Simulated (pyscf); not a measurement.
PySCF, gas phase, ωB97X-D3(BJ)/def2-SVP geometries. MP2 and CC: frozen core, UHF for open shells. ΔMP2 is the change of the MP2 total energy from the triple- to the quadruple-zeta basis.

**Question.** `[BH2][F]` + `[CH2]=[CH2]` -> `[BH2][CH]=[CH2]` + `[FH]`
Surface: singlet. Broken: B–F, C–H. Formed: B–C, F–H. Give ΔE‡ and ΔE from CCSD(T)/def2-TZVPP + ΔMP2(QZVPP), relative to the separated reactants.

**Answer.** ΔE‡ = 1.97 eV, ΔE = +1.21 eV. Zero-point energy shifts the barrier by -0.02 eV. It is a four-centre exchange, with an imaginary mode of 1272i cm⁻¹. On the reactant side the descent ends in a complex, 0.18 eV under the separated species and 2.08 eV under the saddle at ωB97X-D3(BJ)/def2-TZVP. The same reactants have a lower exit, to H₃C–CH₂–BH–F (barrier +0.09 eV at ωB97M-D3(BJ)/def2-TZVP, against +1.90 eV here). One saddle was located; it need not be the lowest between these sides. The CCSD(T) − MP2 part came from Ansatz, without density fitting, on the same reference.
